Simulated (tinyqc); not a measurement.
A ladder of methods, and size consistency: correlation methods against full CI in the sto-6g basis, for HF, spin multiplicity 1. Computed by the program tinyqc with PySCF. All electrons correlated; +Q is the Davidson correction (1 - c0^2) E_corr. The last columns treat two copies 100 angstrom apart as one system. FCI is the lowest singlet.

Geometry (angstrom):
```
atom       x       y       z
F     0.0000  0.0000  0.0000
H     0.0000  0.0000  1.1510
```

RHF energy of one = -99.467361 hartree

Correlation energies (hartree):
```
method   E_corr of one  share of FCI (%)  E_corr of two at 100 angstrom  two minus twice one (mhartree)
MP2          -0.029858           60.9335                      -0.059717                          0.0000
CISD         -0.049002          100.0000                      -0.094217                          3.7867
CISD+Q       -0.051052          104.1848                      -0.101220                          0.8845
CCSD         -0.049002          100.0000                      -0.098004                          0.0000
CCSD(T)      -0.049002          100.0000                      -0.098004                          0.0000
FCI          -0.049002          100.0000                              -                               -
```

What does the comparison show, and why?

MP2 recovers 61 %, CISD 100.0 % and CCSD 100.0 % of the FCI value (c0^2 = 0.958 in CISD). MP2 and coupled cluster are size consistent, so their last column vanishes; CISD loses 3.79 mhartree, since a double excitation on each copy is a quadruple of the pair, and the Davidson correction leaves +0.88. With two electrons, or one virtual orbital, CISD and CCSD are exact for one copy, so +Q overshoots there.
